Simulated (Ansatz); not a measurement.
Mulliken charges of C$_{3}$H$_{3}$ (`[CH]1C=C1`) radical from ωB97M-V/def2-TZVPP in Ansatz (PBE0-D4/def2-TZVP geometry).

```tsv
atom	x (Å)	y (Å)	z (Å)	charge (e)
C1	-0.672	-0.512	-0.389	-0.195
C2	0.570	0.237	-0.449	-0.123
C3	0.155	-0.121	0.737	-0.123
H4	-1.684	-0.200	-0.649	0.089
H5	1.315	0.728	-1.052	0.176
H6	0.317	-0.132	1.802	0.176
```

Question: By hand: the dipole of these point charges (1 e Å = 4.8032 D).

Answer: Σ q r = (0.179, 0.173, 0.115) e Å, of length 0.274 e Å = 1.32 D.

Question: How does the dipole of the full density compare? (Estimate.)

Answer: Ansatz gave: (0.163, 0.246, 0.131) e Å, 1.55 D; the point charges give 0.85 times that, at 11° from its direction.

Point charges leave out the atoms' own dipoles, such as those of lone pairs, and Mulliken's split depends on the basis, so the close match here is no proof of good charges.
